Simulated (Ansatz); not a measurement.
The first iterations of a band of H3NSi2 (6 atoms, charge 0, multiplicity 1).

Computed with Ansatz 0.2.0, RKS r2SCAN-D4/def2-SVP.

| Quantity | Value |
| --- | --- |
| movable images | 7 |
| climbing image | yes |
| spring | 5.0 eV/Å² |
| optimiser | quadratic models (default) |
| start path | IDPP |
| force threshold | 0.05 eV/Å |
| iteration limit | 59 |
| end points | relaxed |

First end point:

```xyz
6
Properties=species:S:1:pos:R:3
N -0.923 0.204 -0.742
Si 0.253 0.348 0.482
Si 1.851 0.118 1.850
H -1.831 -0.229 -0.599
H -0.787 0.537 -1.692
H 1.436 -0.978 0.701
```

Last end point:

```xyz
6
Properties=species:S:1:pos:R:3
N -0.757 -0.220 -0.906
Si 0.513 -0.321 0.223
Si 1.920 -0.054 1.782
H -1.677 -0.624 -0.754
H -0.675 0.253 -1.801
H 0.676 0.967 1.455
```

| iteration | highest image above the first end (eV) | largest band force component (eV/Å) |
| --- | --- | --- |
| 1 | 0.428 | 0.722 |
| 2 | 0.351 | 0.297 |

**Question.** Does the band converge within its limit, and where does its top end?

**Answer.** It converged. It ended after 7 iterations with the highest image 0.305 eV above the first end. A vibrational analysis at the climbing image gives 2 clearly imaginary modes (429i, 178i cm⁻¹): a point of higher order, so a lower path passes nearby.

Run time: 2.7 min on 1 thread of Arm Neoverse V1, with other jobs on the host, peak memory 0.12 GiB.
